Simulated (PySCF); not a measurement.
# Stationary points of PH₃

All numbers come from PBE0/[P def2-TZVP, H def2-TZVP], no relativity, density fitting, PySCF.

Relaxations began from a few typed shapes. The search is not exhaustive: other isomers or separated fragments can lie lower, and high-lying points may rest on an excited occupation.

| spin | group | bonds | angles | imaginary modes (cm⁻¹) | ΔE (kJ/mol) | ΔE with ZPE (kJ/mol) |
| --- | --- | --- | --- | --- | --- | --- |
| singlet | C3v | P–H 1.420 Å (×3) | H–P–H 93.1° (×3) | none | 0.0 | 0.0 |
| singlet | D3h | P–H 1.383 Å (×3) | H–P–H 120.0° (×3) | 1089i | 139.7 | – |

The lowest minimum found is the singlet C3v: P–H 1.420 Å (×3); H–P–H 93.1° (×3).

Counting electrons, phosphorus keeps 2 of its valence electrons outside its bonds, so the VSEPR class is AX3E1 and the expected shape is trigonal pyramidal (C3v), as computed. The angle of 93° is close to 90°: the heavy centre bonds with nearly pure p orbitals and keeps its lone pair s-like.
